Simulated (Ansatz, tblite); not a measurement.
# SnH2: a ladder of methods and basis sets

An exercise on one series of results from a longer session: the logs are not shown, and one member is left open.

Computed with Ansatz 0.2.0, Gaussian basis. Level: as each input shows.

Levels to be run: GFN1-xTB, GFN2-xTB, PBE-D4/def2-TZVP, r2SCAN-D4/def2-TZVP, B2PLYP/def2-TZVP, HF/def2-TZVP, HSE06-D4/def2-TZVP, ωB97M-V/def2-TZVP, BLYP-D4/def2-TZVP, BHLYP-D4/def2-TZVP, r2SCAN0-D4/def2-TZVP, PBE-D4/def2-SVP, PBE0-D4/def2-SVP, PBE0-D4/def2-TZVPD, PBE-D4/def2-TZVPD, r2SCAN-D4/def2-TZVPD, CCSD(T)/def2-TZVPP, MP2/def2-TZVP, RPA/def2-TZVP, CCSD(T)/def2-TZVPD.

## The relaxed structure

The geometry is that of the singlet, from an earlier relaxation (r2SCAN-D4/def2-TZVP).

3 atoms, charge 0, spin multiplicity 1.

Bond lengths: Sn1–H2 1.772 Å, Sn1–H3 1.772 Å. Angles: H2–Sn1–H3 90.0°.

Coordinates:

```
Sn    0.0051   -0.0085   -0.8350
H     1.2507   -0.0182    0.4253
H    -1.2558    0.0267    0.4097
```

Sn takes a core potential in the def2 sets. No spin-orbit coupling is included.

PBE0-D4/def2-TZVP was run before; its log isn't repeated, and its numbers join the tables.

The first run:

Tight binding, by tblite at 300 K electronic temperature and without a spin-polarisation term:

```python
tblite.interface.Calculator('GFN1-xTB', numbers, positions, charge=0, uhf=0).singlepoint()
```

Tight binding, by tblite at 300 K electronic temperature and without a spin-polarisation term:

```python
tblite.interface.Calculator('GFN2-xTB', numbers, positions, charge=0, uhf=0).singlepoint()
```

start.molden holds the orbitals of an earlier run on this state, given as this run's starting guess.

The input, in.yaml:

```yaml
crystal:
  periodic: [false, false, false]
  atoms:
    - {symbol: Sn, position_ang: [0.005051, -0.008505, -0.834990]}
    - {symbol: H, position_ang: [1.250706, -0.018202, 0.425304]}
    - {symbol: H, position_ang: [-1.255757, 0.026707, 0.409686]}
basis:
  gaussian: {orbitals: def2-TZVP, initial_orbitals: start.molden}
hamiltonian: {xc: pbe, dispersion: d4}
scf: {omitted_lower_state_checks: [starts]}
output: {forces: true, orbitals: {seedname: orbitals}}
```

Started as:

```console
> ansatz run in.yaml --threads 4 --pin off --events-out ev --progress --plain --max-ram 3916MiB
```

Among the steps run: PBE-D4/def2-TZVP; r2SCAN-D4/def2-TZVP; B2PLYP/def2-TZVP; HF/def2-TZVP; HSE06-D4/def2-TZVP; ωB97M-V/def2-TZVP; BLYP-D4/def2-TZVP; BHLYP-D4/def2-TZVP; r2SCAN0-D4/def2-TZVP; PBE-D4/def2-SVP; PBE0-D4/def2-SVP; PBE0-D4/def2-TZVPD; PBE-D4/def2-TZVPD; r2SCAN-D4/def2-TZVPD; CCSD(T)/def2-TZVPP; MP2/def2-TZVP; RPA/def2-TZVP; CCSD(T)/def2-TZVPD.

One of the session's tables, all rows but one given; the rest of the session is left out.

It belongs to the step «Levels side by side». 

```
               level  HOMO (eV)  LUMO (eV)  gap (eV)
        HF/def2-TZVP      -8.73      -0.23      8.50
     PBE-D4/def2-SVP      -5.60      -3.73      1.87
    PBE-D4/def2-TZVP      -5.69      -3.77      1.92
   PBE-D4/def2-TZVPD      -5.70      -3.78      1.92
   BLYP-D4/def2-TZVP      -5.60      -3.73      1.87
 r2SCAN-D4/def2-TZVP      -5.92      -3.59      2.33
r2SCAN-D4/def2-TZVPD      -5.92      -3.60      2.33
    PBE0-D4/def2-SVP      -6.57      -2.94      3.62
   PBE0-D4/def2-TZVP      -6.64      -2.98      3.66
  PBE0-D4/def2-TZVPD      -6.64      -2.98      3.66
r2SCAN0-D4/def2-TZVP      -6.80      -2.88      3.92
  HSE06-D4/def2-TZVP      -6.24      -3.34      2.90
  BHLYP-D4/def2-TZVP      -7.50      -2.23      5.28
   ωB97M-V/def2-TZVP          ?          ?         ?
```

Estimate the missing values for ωB97M-V/def2-TZVP.

The run gave: HOMO (eV): -8.69; LUMO (eV): -1.19; gap (eV): 7.50. In the column «HOMO (eV)» it lies between HF/def2-TZVP (-8.73) and BHLYP-D4/def2-TZVP (-7.50).
